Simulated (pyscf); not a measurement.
A first-order saddle from PySCF, ωB97X-D3(BJ)/def2-SVP:

```xyz
13

C     -2.0677     1.1207     1.0921
In    -0.1004    -0.1484     0.7802
C      0.0520    -0.6107    -1.3065
H     -2.6232     0.1717     1.2220
H     -2.3262     1.7227     1.9785
H     -2.4754     1.6088     0.1930
H      0.2715    -0.9526     2.2458
H     -0.3522     0.2214    -1.9022
H      1.1032    -0.7697    -1.5901
H     -0.5141    -1.5222    -1.5510
S      0.8072     2.3413     1.0593
H     -0.6997     1.8296     1.1315
H      0.7147     2.6021    -0.2597
```
Charge 0, spin multiplicity 1.

Surface: singlet, charge 0. Lowest wavenumbers (cm⁻¹): 1308i, 56, 63, 96, 116.

Problem. Name the species on either side of this saddle.

Solution. H₃C–InH–CH₃ + H₂S <-> methane (CH₄) + H₃C–InH–SH, a four-centre exchange read from left to right: C–In, H–S broken and C–H, In–S formed. At ωB97M-D3(BJ)/def2-TZVP it lies +0.53 eV from the left side and +1.89 eV from the right (each side as separated species at their lowest minima found). On the reactant side the descent ends in an adduct with a In–S contact, 0.52 eV under the separated species and 0.86 eV under the saddle at ωB97X-D3(BJ)/def2-TZVP. What is counted as formed (In–S) is already present as a longer contact in the reactant adduct; forming that adduct is a step of its own. At ωB97X-D3(BJ)/def2-TZVP the barrier from the zero used here is 0.35 eV. This is the saddle that the search found; another between the same sides may lie lower. Elements past Kr carry the def2 core potentials, without spin-orbit coupling.
